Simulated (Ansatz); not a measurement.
## doublet BF2: levels of theory in one basis

```json
{"atom": "F", "x (Å)": "0.0000", "y (Å)": "0.7069", "z (Å)": "-1.2494"}
{"atom": "B", "x (Å)": "0.0000", "y (Å)": "0.0000", "z (Å)": "0.0000"}
{"atom": "F", "x (Å)": "0.0000", "y (Å)": "0.7069", "z (Å)": "1.2494"}
```

Basis set: def2-SVP (spherical functions). Frozen core: 3 orbitals. Correlation on ROHF uses semicanonical orbitals with singles. Charge 0, multiplicity 2.

Computed with Ansatz (development build ahead of 0.2.0); each method stands on the lowest determinant of its kind that the runs found.

```tsv
method	E − E(ROHF) (eV)	<S²> of the determinant
ROHF	0.00	–
UHF	-0.03	0.75
ROHF-MP2	-11.89	–
UHF-MP2	-11.90	0.75
```

**Question.** What does ROHF-CCSD(T) give on the same scale?

**Answer.** -12.30 eV.

Caution for ROHF-MP2, UHF-MP2, ROHF-CCSD(T): bonds are stretched, where a single reference can fail.
